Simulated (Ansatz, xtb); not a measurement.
## Relaxing a trial structure of CH4ClSi

The starting geometry of this gas-phase doublet has its atoms placed at random.

```xyz
7

C     1.2346   -0.6681   -1.0079
Cl   -0.2200    0.6908   -0.3033
Si    1.8187    1.2856    0.0802
H     0.3384    1.5995   -1.2767
H    -0.4903   -0.5212   -1.3191
H    -0.0095    1.5925    0.6741
H     0.3003    2.1880   -0.4302
```

Guess where an optimisation with r2SCAN-D4/def2-SVP ends from this start.

It loosens into CHSi + ClH + H2, which stay close as a complex. Distances that change by over a tenth: C1–Cl2 (2.11 → 3.32 Å), Si3–H7 (1.84 → 3.28 Å). Contacts that open: Cl2–Si3 (2.16 → 3.99 Å), Cl2–H4 (1.44 → 2.93 Å), Cl2–H5 (1.60 → 3.41 Å), Cl2–H7 (1.59 → 3.67 Å). Contacts that close: C1–Si3 (2.31 → 1.71 Å), C1–H5 (1.76 → 1.09 Å), H4–H7 (1.03 → 0.76 Å).

The energy falls by 14.08 eV over 24 steps:

```json
{"step": "1", "E − E(last) (eV)": "14.076"}
{"step": "4", "E − E(last) (eV)": "5.202"}
{"step": "6", "E − E(last) (eV)": "1.987"}
{"step": "9", "E − E(last) (eV)": "0.470"}
{"step": "11", "E − E(last) (eV)": "0.200"}
{"step": "14", "E − E(last) (eV)": "0.082"}
{"step": "16", "E − E(last) (eV)": "0.010"}
{"step": "19", "E − E(last) (eV)": "0.002"}
{"step": "21", "E − E(last) (eV)": "0.000"}
{"step": "24", "E − E(last) (eV)": "0.000"}
```

Final geometry (Å):

```xyz
7

C     1.1125   -0.4253   -0.8570
Cl   -1.4183    0.9738    0.7797
Si    2.4048    0.5257   -0.2792
H     0.1492    2.7261   -0.9635
H     0.3531   -1.0828   -1.2854
H    -0.2978    0.3808    0.4240
H     0.6686    3.0689   -1.4016
```

From the same start GFN2-xTB ends elsewhere, in pieces: CH2ClSi + H2.

From so rough a start the end depends on the optimiser's path, so another program may land elsewhere. The end wasn't checked by frequencies. Open shells are spin-unrestricted. Run with Ansatz 0.2.0, 5.3 min on 1 thread of AMD EPYC 7R43 64-Core Processor (Zen 3) (shared host).
